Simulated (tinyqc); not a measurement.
Inside a calculation. Method: harmonic frequencies on the RHF/sto-3g surface (energies and gradients from PySCF), for HF, spin multiplicity 1. One step of it, computed by the program tinyqc.

Problem. Normal modes. Diagonalise H_ij / sqrt(m_i m_j); the 5 smallest eigenvalues belong to translations and rotations; wavenumber = sqrt(eigenvalue / 1822.888) x 219474.63; each mode has its largest component positive (the first on a tie); zero-point energy = sum of wavenumbers / 2, with 349.755 1/cm per kcal/mol.

Hessian (symmetrised) (hartree/bohr^2), lower triangle:
```
             1Fx          1Fy          1Fz         2Hx         2Hy         2Hz
1Fx   0.00000928
1Fy   0.00000000   0.00000928
1Fz   0.00000000   0.00000000   0.72538844
2Hx  -0.00000928   0.00000000   0.00000000  0.00000928
2Hy   0.00000000  -0.00000928   0.00000000  0.00000000  0.00000928
2Hz   0.00000000   0.00000000  -0.72538844  0.00000000  0.00000000  0.72538844
```

masses (u): 1F 18.998403, 2H 1.007825

Give: eigenvalues of the mass-weighted Hessian; harmonic wavenumbers of the vibrations; mass-weighted modes; zero-point energy.

Solution.

eigenvalues of the mass-weighted Hessian (hartree/(bohr^2 u)): 0.0000  0.0000  0.0000  0.0000  0.0000  0.7579

harmonic wavenumbers of the vibrations (1/cm): 4475.3

mass-weighted modes:
```
      mode 1
1Fx   0.0000
1Fy   0.0000
1Fz  -0.2244
2Hx   0.0000
2Hy   0.0000
2Hz   0.9745
```

zero-point energy = 6.3977 kcal/mol
